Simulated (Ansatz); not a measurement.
**SiNH4 (doublet): the correlation ladder at distance N1–H4 along a hydrogen transfer = 1.302 Å, cc-pVDZ**

Aim: climb from Hartree-Fock through coupled cluster and multireference methods for SiNH4 (doublet) at one geometry and basis, and see what each rung misses.

Program: Ansatz 0.2.0, Gaussian basis. Level of theory: cc-pVDZ, correlated electrons: outside noble gas. These are calculated values, not measurements.

To be run: UHF; CCSD(T) on ROHF; CCSD(T) on UHF; BCCD(T) on ROHF; CISD; CCSDT(Q) on ROHF; CCSDT(Q) on UHF; CASSCF and MRCISD+Q, 3 electrons in 3 orbitals; CASSCF and NEVPT2, 3 electrons in 3 orbitals.

## 1. The system

The geometry derives from fragments relaxed apart (PBE0/def2-TZVP) and kept rigid, so it is no stationary point. A hydrogen atom is moved between rigid fragments.

6 atoms, charge 0, spin multiplicity 2.

Atoms are counted from 1 here; the program's logs count them from 0.

Bond lengths: N1–H2 1.012 Å, N1–H3 1.012 Å, N1–H4 1.302 Å, Si5–H6 1.532 Å. Angles: H2–N1–H3 107.1°, H2–N1–H4 107.1°, H3–N1–H4 107.1°.

In the tables R marks a restricted open-shell determinant and U an unrestricted one; 'pair' is the active space of 3 electrons in 3 orbitals; correlation energies count from the lowest restricted Hartree-Fock solution.

## 2. UHF

File in.yaml:

```yaml
crystal:
  periodic: [false, false, false]
  atoms:
    - {symbol: N, position_ang: [-1.996529, 0.019973, -0.019236]}
    - {symbol: H, position_ang: [-2.293809, 0.987807, -0.019236]}
    - {symbol: H, position_ang: [-2.293808, -0.382326, 0.861023]}
    - {symbol: H, position_ang: [-0.694529, 0.019973, -0.019236]}
    - {symbol: Si, position_ang: [1.130471, 0.019973, -0.019236]}
    - {symbol: H, position_ang: [1.526905, -1.459540, -0.019236]}
basis:
  gaussian: {orbitals: cc-pVDZ}
magnetization: {spin_polarized: true, initial_magnetization: 1}
hamiltonian: {xc: hf}
output: {orbitals: {seedname: orbitals}}
```

Started as:

```bash
ansatz run in.yaml --threads 1 --pin off --events-out ev --progress --plain --max-ram 2393MiB
```

Further steps of the session: CCSD(T) on ROHF; CCSD(T) on UHF; BCCD(T) on ROHF; CISD; CCSDT(Q) on ROHF; CCSDT(Q) on UHF; CASSCF and MRCISD+Q, 3 electrons in 3 orbitals; CASSCF and NEVPT2, 3 electrons in 3 orbitals.

Before running them: what should the planned runs give, taken together? Wanted: correlation energy, UCCSDT(Q); RMP2 from UCCSDT(Q); UMP2 from UCCSDT(Q); RCCSD from UCCSDT(Q); RCCSD(T) from UCCSDT(Q); UCCSD(T) from UCCSDT(Q); RCCSDT(Q) from UCCSDT(Q); NEVPT2 pair from UCCSDT(Q); MRCISD+Q pair from UCCSDT(Q).

The runs gave:

```
                         quantity                      value
    correlation energy, UCCSDT(Q)                 -8.8110 eV
              RMP2 from UCCSDT(Q)            +31.40 kcal/mol
              UMP2 from UCCSDT(Q)            +37.47 kcal/mol
             RCCSD from UCCSDT(Q)             +6.91 kcal/mol
          RCCSD(T) from UCCSDT(Q)             +1.25 kcal/mol
          UCCSD(T) from UCCSDT(Q)             +1.80 kcal/mol
         RCCSDT(Q) from UCCSDT(Q)              0.00 kcal/mol
       NEVPT2 pair from UCCSDT(Q)            +31.93 kcal/mol
     MRCISD+Q pair from UCCSDT(Q)             +3.09 kcal/mol
levels within 1 kcal/mol (43 meV)  RCCSDT, UCCSDT, RCCSDT(Q)
                    T1 diagnostic                      0.032
```

In words: RCCSD(T) lands +1.25 kcal/mol from the yardstick (0.6 % of the correlation energy). The restricted determinant is the better start here (+1.25 kcal/mol restricted, +1.80 kcal/mol unrestricted). Of the multireference levels listed MRCISD+Q pair comes nearest (+3.09 kcal/mol). These misses are within one basis and frozen core, not against nature; frozen cores of the runs differ by up to some meV.
